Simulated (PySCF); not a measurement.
Compound: C₆H₁₀.
SMILES with atom numbers: `[CH:1]#[C:2][C:3]([CH3:4])([CH3:5])[CH3:6]` (hydrogens: H7 on C1; H8, H9, H10 on C4; H11, H12, H13 on C5; H14, H15, H16 on C6)

The same species was optimised twice, with GFN2-xTB and with PBE0-D3(BJ)/def2-SVP (PySCF), and the same property calculations (PySCF, gas phase) were run on both structures.

| coordinate | GFN2-xTB | PBE0-D3(BJ)/def2-SVP | change |
| --- | --- | --- | --- |
| C1≡C2 (Å) | 1.196 | 1.212 | +0.016 |
| C2–C3 (Å) | 1.457 | 1.470 | +0.013 |
| C3–C5 (Å) | 1.533 | 1.536 | +0.003 |
| C3–C4 (Å) | 1.533 | 1.536 | +0.003 |
| C3–C6 (Å) | 1.533 | 1.536 | +0.003 |
| C2–C3–C5 (°) | 108.9 | 109.1 | +0.2 |
| C4–C3–C5 (°) | 110.0 | 109.8 | -0.2 |
| C2–C3–C6 (°) | 108.9 | 109.1 | +0.2 |
| C4–C3–C6 (°) | 110.1 | 109.8 | -0.3 |
| C2–C3–C4 (°) | 108.9 | 109.1 | +0.2 |
| C5–C3–C6 (°) | 110.1 | 109.9 | -0.2 |
| C1–C2–C3 (°) | 180.0 | 179.9 | -0.1 |

Rotational constants: A = 4567, B = 2731, C = 2731 MHz (GFN2-xTB) against A = 4550, B = 2686, C = 2686 MHz (PBE0-D3(BJ)/def2-SVP). Point groups within 0.08 Å: C3v and C3v.

On the GFN2-xTB structure: HOMO (eV) -7.68 [PBE0/pcSseg-1]; LUMO (eV) 1.40 [PBE0/pcSseg-1]; dipole (D) 0.71 [PBE0/pcSseg-1]; GIAO shielding of C1 (ppm) 112.7 [PBE0/pcSseg-1]; GIAO shielding of C2 (ppm) 89.2 [PBE0/pcSseg-1]; GIAO shielding of C3 (ppm) 159.4 [PBE0/pcSseg-1]; GIAO shielding of C4/C5/C6 (mean) (ppm) 154.0 [PBE0/pcSseg-1].

What do these properties become on the PBE0-D3(BJ)/def2-SVP structure?

```json
{"property": "HOMO (eV)", "level": "PBE0/pcSseg-1", "on GFN2-xTB": "-7.68", "on PBE0-D3(BJ)/def2-SVP": "-7.64", "change": "+0.04"}
{"property": "LUMO (eV)", "level": "PBE0/pcSseg-1", "on GFN2-xTB": "1.40", "on PBE0-D3(BJ)/def2-SVP": "1.36", "change": "-0.04"}
{"property": "dipole (D)", "level": "PBE0/pcSseg-1", "on GFN2-xTB": "0.71", "on PBE0-D3(BJ)/def2-SVP": "0.70", "change": "-0.01"}
{"property": "energy, GFN2-xTB geometry as zero (kcal/mol)", "level": "PBE0/pcSseg-1", "on GFN2-xTB": "0.0", "on PBE0-D3(BJ)/def2-SVP": "-0.3", "change": "-0.3"}
{"property": "GIAO shielding of C1 (ppm)", "level": "PBE0/pcSseg-1", "on GFN2-xTB": "112.7", "on PBE0-D3(BJ)/def2-SVP": "110.8", "change": "-1.9"}
{"property": "GIAO shielding of C2 (ppm)", "level": "PBE0/pcSseg-1", "on GFN2-xTB": "89.2", "on PBE0-D3(BJ)/def2-SVP": "88.6", "change": "-0.6"}
{"property": "GIAO shielding of C3 (ppm)", "level": "PBE0/pcSseg-1", "on GFN2-xTB": "159.4", "on PBE0-D3(BJ)/def2-SVP": "156.9", "change": "-2.5"}
{"property": "GIAO shielding of C4/C5/C6 (mean) (ppm)", "level": "PBE0/pcSseg-1", "on GFN2-xTB": "154.0", "on PBE0-D3(BJ)/def2-SVP": "151.6", "change": "-2.4"}
```

The heavy atoms differ by 0.013 Å rms after alignment. Among bonds between heavy atoms C1≡C2 changes most (+0.016 Å). Changes are differences of the printed values. Neither structure is proved a minimum here.
